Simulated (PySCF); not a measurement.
Isomers of C4H4N2. Level of theory: PySCF 2.14.0, density-fitted response routines, TDDFT PBE0/def2-SVPD, vertical, gas phase, core orbitals frozen in the response. Geometries: PBE0-D3(BJ)/def2-SVP; one conformer of each isolated species. Triplets are in the Tamm–Dancoff approximation.

A. pyrazine (`c1cnccn1`)
B. pyridazine (`c1ccnnc1`)
C. succinonitrile (`N#CCCC#N`)

Lowest singlet levels (six at most, fewer where fewer were computed) with oscillator strengths:

1. 3.48 eV (f 0.004); 4.02 eV (f 0.000); 5.72 eV (f 0.000); 5.80 eV (f 0.023); 6.28 eV (f 0.005); 6.52 eV (f 0.000); T1 2.68 eV
2. 3.96 eV (f 0.005); 4.64 eV (f 0.000); 5.54 eV (f 0.104); 5.66 eV (f 0.000); 6.47 eV (f 0.000); 6.63 eV (f 0.082); T1 3.24 eV
3. 7.58 eV (f 0.000); 7.61 eV (f 0.001); 7.95 eV (f 0.012); 7.96 eV (f 0.000); 8.01 eV (f 0.000); 8.14 eV (f 0.001); T1 6.18 eV

Task: Match each spectrum to its molecule.

Result: 1 = B, 2 = A, 3 = C.
- A: S1 at 3.96 eV, HOMO→LUMO (100%); Löwdin shares by element: HOMO nitrogen 56%, carbon 17% or more (atoms not listed hold the other 27%); LUMO nitrogen 50%, carbon 23% or more (atoms not listed hold the other 27%); HOMO -7.33 and LUMO -1.62 eV; point group D2h, 3 of its 6 listed states under f = 0.0005.
- B: S1 at 3.48 eV, HOMO→LUMO (100%); Löwdin shares by element: HOMO nitrogen 78%, carbon 15% or more; LUMO nitrogen 42%, carbon 40% or more (atoms not listed hold the other 18%); HOMO -6.79 and LUMO -1.58 eV; point group C2v, 3 of its 6 listed states under f = 0.0005.
- C: S1 at 7.58 eV, HOMO-2→LUMO+1 (44%), HOMO→LUMO+2 (24%), HOMO-1→LUMO (13%); Löwdin shares by element: HOMO nitrogen 48%, carbon 35% or more (atoms not listed hold the other 17%); LUMO carbon 62% (atoms not listed hold the other 38%); HOMO -9.90 and LUMO -0.28 eV; point group C2h, 3 of its 6 listed states under f = 0.0005.
